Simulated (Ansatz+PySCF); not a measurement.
Results of a calculation; reference values are marked as such.
# Several solutions for singlet C6H6

```csv
atom,x (Å),y (Å),z (Å)
C,1.3986,0.0093,0.0002
C,0.7030,1.2131,0.0066
C,-0.6987,1.2178,0.0020
C,-1.3908,-0.0086,-0.0029
C,-0.6955,-1.1984,-0.0015
C,0.7054,-1.2136,-0.0025
H,2.4974,0.0031,-0.0008
H,1.2412,2.1468,0.0056
H,-1.2478,2.1631,-0.0038
H,-2.4971,0.0006,0.0039
H,-1.2433,-2.1583,0.0093
H,1.2390,-2.1540,-0.0086
```

Basis set: def2-SVP (spherical functions). Charge 0, multiplicity 1.

UHF was run from several starts with Ansatz (development build ahead of 0.2.0) and PySCF 2.14.0.

```json
{"run": "A", "program": "Ansatz", "start": "atomic start, no search", "converged": "yes", "energy (hartree)": "-230.53385", "<S²>": "0.00"}
{"run": "B", "program": "PySCF", "start": "guess atom, instabilities followed", "converged": "yes", "energy (hartree)": "-230.53733", "<S²>": "0.47"}
{"run": "C", "program": "PySCF", "start": "guess 1e, instabilities followed", "converged": "yes", "energy (hartree)": "-230.53733", "<S²>": "0.47"}
{"run": "D", "program": "Ansatz", "start": "search for the lowest state", "converged": "yes", "energy (hartree)": "-230.53732", "<S²>": "0.47"}
{"run": "E", "program": "Ansatz", "start": "stability test followed", "converged": "yes", "energy (hartree)": "-230.53732", "<S²>": "0.47"}
{"run": "F", "program": "PySCF", "start": "guess huckel, instabilities followed", "converged": "yes", "energy (hartree)": "-230.53733", "<S²>": "0.47"}
{"run": "G", "program": "PySCF", "start": "program defaults", "converged": "yes", "energy (hartree)": "-230.53386", "<S²>": "0.00"}
{"run": "H", "program": "PySCF", "start": "guess minao, instabilities followed", "converged": "yes", "energy (hartree)": "-230.53733", "<S²>": "0.47"}
```

(1) Which runs reached the lowest solution of this kind, and what is wrong with the others?

## Answers

(1) B, C, D, E, F, H reached the lowest solution found. Converged but too high: A by 0.09 eV, G by 0.09 eV. Convergence only shows a stationary point, and even a stable one can lie too high; stability tests and further starts are what find lower ones. Caution: the unrestricted determinant is spin contaminated.
